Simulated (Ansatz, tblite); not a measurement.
Forces on P2S2⁻ at its PBE0-D4/def2-TZVPD geometry. Total charge -1; doublet.

The xTB rows come from tblite. At PBE-D4/def2-TZVPD the highest occupied level of the charge -1 doublet lies above zero (up to 1.62 eV). The electron is either unbound and held by the finite basis, or the level is raised by self-interaction error. Another isomer (doublet) lies 0.93 eV lower at PBE0-D4/def2-TZVPD; other spin states weren't run for this one.

GFN1-xTB (tblite), largest force 0.66 eV/Å:

```xyz
4
positions Å, forces eV/Å
P     0.345    1.398    0.466    0.003    0.019    0.006
P    -0.345   -1.398   -0.466   -0.006   -0.020   -0.006
S    -1.047    0.564   -0.917   -0.459    0.249   -0.404
S     1.047   -0.564    0.918    0.463   -0.249    0.404
```

GFN2-xTB (tblite), largest force 0.18 eV/Å:

```
P -0.043 -0.166 -0.056
P 0.040 0.165 0.055
S 0.005 -0.001 0.003
S -0.001 0.001 -0.003
```

PBE-D4/def2-TZVPD (Ansatz), largest force 0.55 eV/Å:

```
P 0.113 0.461 0.153
P -0.114 -0.462 -0.154
S -0.384 0.208 -0.336
S 0.385 -0.207 0.338
```
